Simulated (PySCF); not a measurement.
# C₃H₈FO+: NMR shifts and spin-spin couplings

Aim: predict the NMR shifts and spin-spin couplings of C₃H₈FO+ (`C[O+](C)CF`).

Computed with PySCF 2.14.0, with density-fitted response routines of our own, on a single molecule in the gas phase. Atoms are numbered from 0 throughout.

### 1 Starting geometry

13 atoms, charge 1, multiplicity 1; geometry from: GFN2-xTB.

Bonds of the start (Å): C0–O1 1.46, O1–C2 1.46, O1–C3 1.44, C3–F4 1.34, C0–H5 1.09, C0–H6 1.09, C0–H7 1.09, C2–H8 1.09, C2–H9 1.09, C2–H10 1.09, C3–H11 1.10, C3–H12 1.10.

### 2 Shielding tensors: PBE0/pcSseg-1

The job: settings as JSON, then the geometry in Å.

```
{"job": {"kind": "nmr", "xc": "PBE0", "basis": "pcSseg-1"}, "charge": 1, "multiplicity": 1}
C     -0.836182    -0.899961    -0.649595
O     -0.138753    -0.193447     0.414786
C     -0.492520     1.218321     0.437997
C      1.283637    -0.384399     0.347671
F      1.735692     0.139598    -0.799753
H     -1.905624    -0.776500    -0.485784
H     -0.558672    -0.512855    -1.631836
H     -0.586285    -1.958285    -0.580967
H     -1.573329     1.291477     0.547610
H     -0.015384     1.675895     1.304202
H     -0.172139     1.722378    -0.475933
H      1.502467    -1.459626     0.362530
H      1.752704     0.137890     1.191345
```

Level: GIAO PBE0/pcSseg-1 NMR shielding, non-relativistic, gas phase.

**Question.** This job is followed by: B3LYP/pcJ-1 indirect spin-spin coupling, non-relativistic, gas phase. What will the session give for the following? ¹³C shifts against TMS (PBE0/pcSseg-1, means over atoms taken as alike); ¹H shifts against TMS (PBE0/pcSseg-1, means over atoms taken as alike); ¹⁷O shifts against H2O (PBE0/pcSseg-1); ¹⁹F shifts against CFCl3 (PBE0/pcSseg-1); largest coupling of the table (B3LYP/pcJ-1).

As calculated:

| quantity | value |
| --- | --- |
| ¹³C shifts against TMS (PBE0/pcSseg-1, means over atoms taken as alike) | 116.2, 75.6 ppm |
| ¹H shifts against TMS (PBE0/pcSseg-1, means over atoms taken as alike) | 6.24, 4.83 ppm |
| ¹⁷O shifts against H2O (PBE0/pcSseg-1) | 66.8 ppm |
| ¹⁹F shifts against CFCl3 (PBE0/pcSseg-1) | -181.1 ppm |
| largest coupling of the table (B3LYP/pcJ-1) | ¹J(C,F) C3–F4, -329.9 Hz |

What this shows: The most deshielded hydrogen is H11, H12 (mean) (hydrogen on an sp3 CH2 bonded to F and O), at 6.24 ppm: its carbon carries F and O, hence the downfield position. At PBE0/pcSseg-1: The largest span, 218 ppm, is at F4, where the paramagnetic term is -120 ppm. Of the pairs tabulated at B3LYP/pcJ-1, C3–F4 couples most strongly (-329.9 Hz; Fermi contact -324.8 Hz). Couplings across rotatable bonds belong to this one conformer; where others are populated, the observed values are averages.
